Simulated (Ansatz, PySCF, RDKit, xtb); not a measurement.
# Solving BN2H5, step by step

Given the formula BN2H5 and nothing else, which arrangement of the atoms is the most stable in the gas at 298.15 K, and what are its properties?

Plan: many cheap relaxations first (GFN2-xTB), then density-functional screening, relaxation at B3LYP-D3(BJ)/def2-SVP, vibrations and a final energy. The numbers are computed, not measured.

7 further runs of the same task are left out: 7 set aside as unsound or not needed.

**1. Possible bonding patterns**

A program enumerates the bonding patterns with one Lewis structure each (two rings at most, one unusual centre or charged pair), with their diastereomers. O–O, O–halogen and N–halogen bonds and N–N–N chains are not drawn. That gives 7 candidates.

| label | SMILES | spin |
| --- | --- | --- |
| c014 | NBN | singlet |
| c130 | BNN | singlet |
| c199 | B[NH2+][NH-] | singlet |
| c236 | N=[BH-][NH3+] | singlet |
| c400 | [BH3-][NH+]=N | singlet |
| c502 | B[N-][NH3+] | singlet |
| c589 | [BH2-]1N[NH2+]1 | singlet |

Candidates are built by distance geometry, with a force field where one applies, in up to four conformers (letters a to d). 1 start with atoms placed at random is added, to find patterns that the rules miss.

**Question.** With final energies at CCSD(T)/def2-TZVPP, which structure will this search put lowest in free energy, and by what margin?

| quantity | value |
| --- | --- |
| lowest structure found | NBN, singlet, C2v |
| next finalist | BNN, singlet, 59.8 kcal/mol higher in G |
| share at equilibrium, among the finalists | 100.0 % |
| harmonic wavenumbers, lowest and highest (B3LYP-D3(BJ)/def2-SVP) | 328 and 3710 cm⁻¹ |
| rotational constants, same geometry | 1.778, 0.3002, 0.2568 cm⁻¹ |
| dipole moment (PBE0/def2-TZVPD) | 1.35 D |
| HOMO energy (PBE0/def2-TZVPD) | -6.94 eV |
| LUMO energy (PBE0/def2-TZVPD) | 0.16 eV |
| HOMO–LUMO gap (PBE0/def2-TZVPD) | 7.10 eV |
| lowest excitation (TD-B3LYP/def2-SVPD) | 5.91 eV (f = 0.000) |
| strongest of the states computed, same level | 7.58 eV (f = 0.184) |
| lowest triplet excitation, same level, Tamm-Dancoff | 5.72 eV |
| vertical ionisation energy | 9.22 eV |
| vertical electron affinity | -0.94 eV (unbound: the value depends on the basis) |
| vertical triplet less singlet | +5.70 eV |

The search ends on `NBN`. The margin of 59.8 kcal/mol over the next finalist is beyond the usual error of the last level; it says nothing of structures that weren't ranked. GFN2-xTB, HF/STO-3G, r2SCAN-D4/def2-SVP, B3LYP-D3(BJ)/def2-SVP, HF/def2-TZVPP and MP2/def2-TZVPP already put its bonding pattern lowest among the structures in one piece. The search is not exhaustive (a finite list of starts, one conformer a finalist), so a lower isomer can't be ruled out. Patterns outside the rules of the enumeration were met only by chance. The lowest isomer need not be the one that is made and kept in a bottle, which depends on barriers.
